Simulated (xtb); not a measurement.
xtb input:

```bash
xtb mol.xyz --gfn 2 --sp --chrg 0 --uhf 0
```
mol.xyz:
```
14

C      0.69937568     1.82728426     0.00054562
C      0.70156397     0.30144699     0.00086227
C     -0.70156397    -0.30144699    -0.00086227
C     -0.69937568    -1.82728426    -0.00054562
H      1.71402131     2.22985319     0.00179956
H     -1.71402131    -2.22985319    -0.00179956
H      0.18459666     2.21933891     0.88117291
H      0.18691897     2.21897643    -0.88159613
H     -0.18691897    -2.21897643     0.88159613
H     -0.18459666    -2.21933891    -0.88117291
H      1.25015028    -0.06514793    -0.87321431
H      1.24784513    -0.06478813     0.87653194
H     -1.24784513     0.06478813    -0.87653194
H     -1.25015028     0.06514793     0.87321431
```

### Question
What final total energy does it print?

### Answer
-13.66469 Eh (GFN2-xTB).
